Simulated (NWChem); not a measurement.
All runs are NWChem calculations. System: silicon monoxide (OSi), charge 0, spin multiplicity 1, at a geometry optimised with PBE0/def2-SVP. Level: CCSD(T)/def2-TZVP, 6 core orbitals frozen.

Input file:

```
start mol
memory heap 100 mb stack 700 mb global 1900 mb
geometry units angstroms nocenter noautoz
  Si     0.000000     0.000000     0.553938
  O      0.000000     0.000000    -0.969391
  symmetry group C2v
end
basis spherical
  * library def2-tzvp
end
scf
  rhf
  nopen 0
  maxiter 100
  thresh 1e-7
  semidirect memsize 60000000 filesize 0
end
tce
  freeze core 6
  ccsd(t)
  2eorb
  2emet 13
  thresh 1e-6
  maxiter 100
  tilesize 24
end
task tce energy
```

Part of the output:

```
             Northwest Computational Chemistry Package (NWChem) 7.3.0
             --------------------------------------------------------

                                NWChem Input Module
                                -------------------

 Scaling coordinates for geometry "geometry" by  1.889725989
 (inverse scale =  0.529177249)

 Turning off AUTOSYM since
 SYMMETRY directive was detected!

                             Geometry "geometry" -> ""
                             -------------------------

 Output coordinates in angstroms (scale by  1.889725989 to convert to a.u.)

  No.       Tag          Charge          X              Y              Z
 ---- ---------------- ---------- -------------- -------------- --------------
    1 Si                  14.0000     0.00000000     0.00000000     0.55393800
    2 O                    8.0000     0.00000000     0.00000000    -0.96939100

 Effective nuclear repulsion energy (a.u.)      38.9067968167

            Nuclear Dipole moment (a.u.)
            ----------------------------
        X                 Y               Z
 ---------------- ---------------- ----------------
     0.0000000000     0.0000000000     0.0000075589

      Symmetry information
      --------------------

 Group name             C2v
 Group number             16
 Group order               4
 No. of unique centers     2

      Symmetry unique atoms

     1    2


 Summary of "ao basis" -> "" (spherical)
 ------------------------------------------------------------------------------
       Tag                 Description            Shells   Functions and Types
 ---------------- ------------------------------  ------  ---------------------
 *                         def2-tzvp                  on all atoms

 Summary of "ao basis" -> "ao basis" (spherical)
 ------------------------------------------------------------------------------
       Tag                 Description            Shells   Functions and Types
 ---------------- ------------------------------  ------  ---------------------
 Si                        def2-tzvp                13       37   5s5p2d1f
[...]
      Beta frozen virtuals :     0
         Spin multiplicity : singlet
    Number of AO functions :    68
       Number of AO shells :    24
        Use of symmetry is : on
      Symmetry adaption is : on
         Schwarz screening : 0.10D-09

          Correlation Information
          -----------------------
          Calculation type : Coupled-cluster singles & doubles w/ perturbation
   Perturbative correction : (T)
            Max iterations :      100
        Residual threshold : 0.10D-05
     T(0) DIIS level shift : 0.00D+00
     L(0) DIIS level shift : 0.00D+00
     T(1) DIIS level shift : 0.00D+00
     L(1) DIIS level shift : 0.00D+00
     T(R) DIIS level shift : 0.00D+00
     T(I) DIIS level shift : 0.00D+00
   CC-T/L Amplitude update :  5-th order DIIS
                I/O scheme : Global Array Library
        L-threshold :  0.10D-05
        EOM-threshold :  0.10D-05
 no EOMCCSD initial starts read in
 TCE RESTART OPTIONS
 SLICE:      F
 D4D5:       F
 quantumc:   F
 qrotation:  F
 pwtce:      F
 qducc:      F
 nacto:                         0
 nrotv:                         0
 nrot:                          0

            Memory Information
            ------------------
          Available GA space size is     249032176 doubles
          Available MA space size is     104850828 doubles

 Maximum block size supplied by input
 Maximum block size        24 doubles

 tile_dim =     23

 -------------------------------------------------

 Global array virtual files algorithm will be used

 Parallel file system coherency ......... OK

 4-electron integrals stored in orbital form

 v2    file size   =          1193862
 4-index algorithm nr.  13 is used
 imaxsize =       30
 imaxsize ichop =        0


CCSD iterations
 ---------------------------------------------------------
 Iter          Residuum       Correlation     Cpu    Wall
 ---------------------------------------------------------
    1   0.1685519191193  -0.3345102772031     0.2     0.2
    2   0.0458473547823  -0.3247884037149     0.2     0.2
    3   0.0172203302861  -0.3361328095995     0.2     0.2
    4   0.0102005105255  -0.3351250300300     0.2     0.2
    5   0.0046138081760  -0.3369232699885     0.2     0.2
    6   0.0015384199937  -0.3370211615824     0.2     0.2
    7   0.0007780113020  -0.3369817855902     0.2     0.2
    8   0.0003589112757  -0.3370120374626     0.2     0.2
    9   0.0002763571569  -0.3370030192315     0.2     0.2
   10   0.0001310174751  -0.3370216052320     0.2     0.2
   11   0.0000356680893  -0.3370289132689     0.2     0.2
   12   0.0000157232042  -0.3370256563429     0.2     0.2
   13   0.0000081576874  -0.3370268017000     0.2     0.2
   14   0.0000051019156  -0.3370261852325     0.1     0.1
   15   0.0000026874667  -0.3370264587758     0.2     0.2
   16   0.0000009612354  -0.3370263186646     0.2     0.2
 -----------------------------------------------------------------
 Iterations converged
 CCSD correlation energy / hartree =        -0.337026318664583
 CCSD total energy / hartree       =      -364.177199510210698

 Singles contributions

 Doubles contributions
 CCSD(T)
 Using plain CCSD(T) code
             total no. of tasks          230
 total no. of tasks / no. procs          230
                         wl_min          504           2.8
                         wl_max       328509           8.3
        thresh for no. of tasks          230

 CCSD[T]  correction energy / hartree =        -0.019929718562558
 CCSD[T] correlation energy / hartree =        -0.356956037227141
 CCSD[T] total energy / hartree       =      -364.197129228773235
 CCSD(T)  correction energy / hartree =        -0.017685442751006
 CCSD(T) correlation energy / hartree =        -0.354711761415589
 CCSD(T) total energy / hartree       =      -364.194884952961729

 Task  times  cpu:       10.4s     wall:       10.4s

 Total times  cpu:       10.4s     wall:       10.4s
```
